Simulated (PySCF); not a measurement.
## Continuum solvent and chemical shifts

Atoms are numbered as in `[CH3:1][n:2]1[cH:3][cH:4][cH:5][n:6]1`; H(Xn) means a hydrogen on atom n.

GIAO PBE0/pcSseg-1 in PySCF on one PBE0-D3(BJ)/def2-SVP conformer, non-relativistic, equivalent nuclei averaged. Solvents enter as an IEF-PCM continuum (chloroform with ε = 4.7, tetrahydrofuran with ε = 7.4, methanol with ε = 32.6) around the gas-phase geometry. Shifts are referred to TMS computed in the same medium.

Gas phase, δ in ppm: C5 143.3, C3 132.7, C4 110.1, C1 39.0, H(C5) 7.47, H(C3) 7.17, H(C4) 6.25, H(C1) 3.73. Dipole moment 2.41 D.

Problem. How does each δ change in the continuum?

Solution. 
```tsv
atoms	environment	Δδ, chloroform	Δδ, tetrahydrofuran	Δδ, methanol
C5	aromatic CH next to a ring nitrogen	+0.7	+0.8	+0.9
C3	aromatic CH next to a ring nitrogen	+3.3	+3.8	+4.7
C4	aromatic CH	+0.3	+0.4	+0.6
C1	methyl carbon bonded to N	+0.6	+0.7	+0.9
H(C5)	hydrogen on an aromatic CH next to a ring nitrogen	+0.08	+0.09	+0.10
H(C3)	hydrogen on an aromatic CH next to a ring nitrogen	+0.32	+0.38	+0.47
H(C4)	hydrogen on an aromatic CH	+0.13	+0.16	+0.20
H(C1)	hydrogen on a methyl carbon bonded to N	+0.12	+0.13	+0.16
```

Changes are relative to the gas phase. The dipole moment becomes 3.01 D in chloroform, 3.11 D in tetrahydrofuran, 3.27 D in methanol.

Problem. Which nuclei move most (in ppm), and what does the model miss?

Solution. C3 (aromatic CH next to a ring nitrogen, +4.7 ppm) in methanol. A continuum only polarises the solute; specific hydrogen bonds, the anisotropy of aromatic solvents and changes of geometry or conformer are outside it.
